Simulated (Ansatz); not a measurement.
**CHBSi (singlet): wave-function methods side by side, cc-pVDZ**

How much of the correlation energy of CHBSi (singlet) does each wave-function method recover here?

The runs use Ansatz 0.2.0, Gaussian basis; cc-pVDZ, core rule «outside noble gas», up to 7 orbitals frozen.

To be run: UHF; CCSD(T) on RHF; CCSD(T) on UHF; BCCD(T) on RHF; CISD; CCSDT(Q) on RHF; CCSDT(Q) on UHF; CASSCF and MRCISD+Q, 8 electrons in 8 orbitals; CASSCF and NEVPT2, 8 electrons in 8 orbitals.

20 further runs of the same task are left out: 9 that didn't finish, 11 set aside as unsound or not needed.

### 1 The system

The geometry is a PBE0/def2-TZVP stationary point (not a proven minimum) of the parent state, kept for this charge and spin.

4 atoms, charge 0, spin multiplicity 1.

Atoms are counted from 1 here; the program's logs count them from 0.

Bond lengths: B1–C2 1.470 Å, B1–Si3 2.018 Å, C2–Si3 1.745 Å, C2–H4 1.084 Å. Angles: C2–B1–Si3 57.5°, B1–C2–Si3 77.2°, B1–C2–H4 130.2°, Si3–C2–H4 152.6°, B1–Si3–C2 45.3°.

### 2 UHF

in.yaml

```yaml
crystal:
  periodic: [false, false, false]
  atoms:
    - {symbol: B, position_ang: [0.000000, -0.905839, 0.967609]}
    - {symbol: C, position_ang: [0.000000, 0.561227, 0.868427]}
    - {symbol: Si, position_ang: [0.000000, 0.061485, -0.802988]}
    - {symbol: H, position_ang: [0.000000, 1.315005, 1.647998]}
basis:
  gaussian: {orbitals: cc-pVDZ}
magnetization: {spin_polarized: true, initial_magnetization: 0}
hamiltonian: {xc: hf}
output: {orbitals: {seedname: orbitals}}
```

The run is started by

```
$ ansatz run in.yaml --threads 1 --pin off --events-out ev --progress --plain --max-ram 2393MiB
```

The runs that follow: CCSD(T) on RHF; CCSD(T) on UHF; BCCD(T) on RHF; CISD; CCSDT(Q) on RHF; CCSDT(Q) on UHF; CASSCF and MRCISD+Q, 8 electrons in 8 orbitals; CASSCF and NEVPT2, 8 electrons in 8 orbitals.

**Question.** What will the summary of the whole plan be? Wanted: RCCSDT(Q) below the RHF energy; RMP2 from RCCSDT(Q); UMP2 from RCCSDT(Q); RCCSD from RCCSDT(Q); RCCSD(T) from RCCSDT(Q); UCCSD(T) from RCCSDT(Q); UCCSDT(Q) from RCCSDT(Q); MRCISD+Q frontier from RCCSDT(Q); T1 diagnostic.

As calculated:

| quantity | value |
| --- | --- |
| RCCSDT(Q) below the RHF energy | -8.9787 eV |
| RMP2 from RCCSDT(Q) | +137.1 kJ/mol |
| UMP2 from RCCSDT(Q) | +139.6 kJ/mol |
| RCCSD from RCCSDT(Q) | +53.7 kJ/mol |
| RCCSD(T) from RCCSDT(Q) | +8.0 kJ/mol |
| UCCSD(T) from RCCSDT(Q) | +11.3 kJ/mol |
| UCCSDT(Q) from RCCSDT(Q) | 0.0 kJ/mol |
| MRCISD+Q frontier from RCCSDT(Q) | +11.0 kJ/mol |
| levels within 1 kcal/mol (43 meV) | UCCSDT(Q) |
| T1 diagnostic | 0.034 |

**Reading.** RCCSD(T) lands +8.0 kJ/mol from the yardstick (0.9 % of the correlation energy). CCSD(T) misses by +8.0 kJ/mol on the restricted determinant and by +11.3 kJ/mol on the unrestricted one; the two need not hold the same state or core. These misses are within one basis, not against nature.
